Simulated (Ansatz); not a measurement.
## CH2Cl2 (dichloromethane): entropy by statistical mechanics

A singlet with charge 0, relaxed at PBE0-D4/def2-TZVP (Ansatz 0.2.0):

```xyz
5

Cl    1.6307   -0.3387    0.2654
C    -0.1011   -0.0827    0.0629
Cl   -0.4742    1.2845   -0.9848
H    -0.5250   -0.9767   -0.3841
H    -0.5304    0.1136    1.0406
```

Harmonic wavenumbers in cm⁻¹: 285, 732, 772, 904, 1178, 1287, 1461, 3128, 3205.

Masses in u: Cl 35.45, C 12.011, H 1.008. Take T = 298.15 K, p = 1 bar, R = 8.3145 J/(mol K), kT/hc = 207.22 cm⁻¹, rigid rotor and harmonic oscillator.

Task: Work out S° at 298 K.

Result: 
1. Translation (Sackur–Tetrode): S = R[3/2 ln M + 5/2 ln T − 1.1517] with M = 84.927 gives 164.3 J/(mol K).
2. Rotation: principal moments 15.474, 154.560, 166.790 u Å² give A, B, C = 1.0894, 0.1091, 0.1011 cm⁻¹; the symmetry number is σ = 2; q = (√π/σ)√((kT/hc)³/ABC) = 24116; S = R(ln q + 3/2) = 96.4.
3. Vibration: with u = ν̃/207.22, each mode gives R[u/(eᵘ − 1) − ln(1 − e⁻ᵘ)]; the sum is 9.3, most from 285 cm⁻¹ (6.3), 732 cm⁻¹ (1.1), 772 cm⁻¹ (1.0).
4. Electronic: R ln 1 = 0.0, from the spin multiplicity alone.
5. Sum: 164.3 + 96.4 + 9.3 + 0.0 = 270.0 J/(mol K).

The tabulated value is 270.2 J/(mol K) (CRC Handbook of Chemistry and Physics): the model is off by -0.2.
